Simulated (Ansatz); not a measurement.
System: N₂, charge 0, singlet. N2 (molecular nitrogen, SMILES N#N).
B3LYP-D3(BJ)/def2-TZVP minimum from Ansatz (a quantum-chemistry and plane-wave program):
```
N
N 1 1.0909
```

Quantity: atomisation energy (electronic, to ground-state atoms), in kJ/mol. Radicals and triplets start from unrestricted determinants; spin-orbit coupling is neglected. CBS(X,Y): correlation extrapolated as X^-3, Hartree-Fock from the larger set (Q,5: extrapolated as (X+1)exp(-9√X)). A bracket is a step between two methods taken in the basis named. Functionals run without relativity, which enters their misses. Double hybrids freeze cores in their MP2 part. '+ core + X2C': CCSD(T) terms for core correlation (cc-pwCVTZ) and scalar relativity (cc-pVTZ-DK).

CCSD(T)/CBS(cc-pVQZ,cc-pV5Z) + [CCSDT(Q) - CCSD(T)]/cc-pVQZ + [CCSDTQ - CCSDT(Q)]/cc-pVDZ + core + X2C (Ansatz) gives 954.3 kJ/mol.

Problem. How far off this value is PBE/def2-TZVPD (Ansatz), in which direction, and which of these levels come nearer: PBE0/def2-TZVPD, wB97M-V/def2-TZVPD, B2PLYP/def2-TZVPD, CCSD(T)/CBS(cc-pVQZ,cc-pV5Z) + core + X2C?

Solution. PBE gives 1018.3 kJ/mol, 64.0 kJ/mol above it. Differences of the others: PBE0/def2-TZVPD (Ansatz) -11.6; wB97M-V/def2-TZVPD (Ansatz) 9.9; B2PLYP/def2-TZVPD (Ansatz) 3.4; CCSD(T)/CBS(cc-pVQZ,cc-pV5Z) + core + X2C (Ansatz) -1.2 kJ/mol. Nearer than PBE: PBE0/def2-TZVPD, wB97M-V/def2-TZVPD, B2PLYP/def2-TZVPD, CCSD(T)/CBS(cc-pVQZ,cc-pV5Z) + core + X2C.
